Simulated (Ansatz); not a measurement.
# Structure relaxation of Ru2Pb

The calculation used Ansatz 0.2.0, DFT PBE, scalar-relativistic, plane waves, PAW. Cutoff 420 eV, Γ-centred k mesh, Gaussian smearing, no spin polarisation in the final step.

The start puts Ru2Pb on the sites of a reported Li2Pt cell (P6/mmm, No. 191), with Pb in place of Pt, Ru in place of Li, at a guessed volume.

```xyz
3
Lattice="4.7071 0.0000 0.0000 -2.3535 4.0764 0.0000 0.0000 0.0000 2.9922" Properties=species:S:1:pos:R:3 pbc="T T T"
Ru    0.0000    2.7176    1.4961
Ru    2.3535    1.3588    1.4961
Pb    0.0000    0.0000    0.0000
```

Cell and atoms relax at zero pressure; the relaxation can't lower the symmetry of the start. After a coarse first stage the cell is made exact in the group found at 0.06 Å.

The zero of energy is the elements' standard structures at the same level; no fitted shifts are applied.

(1) Which crystal results?

(2) What are its volume, energy, density and gap?

Results:

(1) It keeps P6/mmm (No. 191). Conventional cell: a = 4.426 Å, c = 3.143 Å. Ru is coordinated by 3 Ru at 2.56 Å, 6 Pb at 3.00 Å and 2 Ru at 3.14 Å; around Pb lie 12 Ru at 3.00 Å and 2 Pb at 3.14 Å.

```cif
data_structure
_symmetry_space_group_name_H-M 'P6/mmm'
_symmetry_Int_Tables_number 191
_cell_length_a 4.4260
_cell_length_b 4.4260
_cell_length_c 3.1428
_cell_angle_alpha 90.000
_cell_angle_beta 90.000
_cell_angle_gamma 120.000
_cell_volume 53.32
loop_
_atom_site_label
_atom_site_type_symbol
_atom_site_symmetry_multiplicity
_atom_site_Wyckoff_symbol
_atom_site_fract_x
_atom_site_fract_y
_atom_site_fract_z
_atom_site_occupancy
Ru1 Ru 2 d 0.33333 0.66667 0.50000 1
Pb1 Pb 1 a 0.00000 0.00000 0.00000 1
```

(2) The volume per atom is 17.77 Å³, the density is 12.75 g/cm³ and the energy over the elements is 0.74 eV/atom. The gap on the 12×12×14 mesh is 0 eV (a metal).

The final run used a 12×12×14 mesh on its 3-atom cell and 0.10 eV smearing. The k mesh leaves about 4 meV/atom of noise in metals. Spin–orbit coupling is left out. A structure relaxed within its symmetry needn't be a true minimum.

Cost: 3 runs of about 0.9 core-minutes in all, on Arm Neoverse V1 (shared hosts).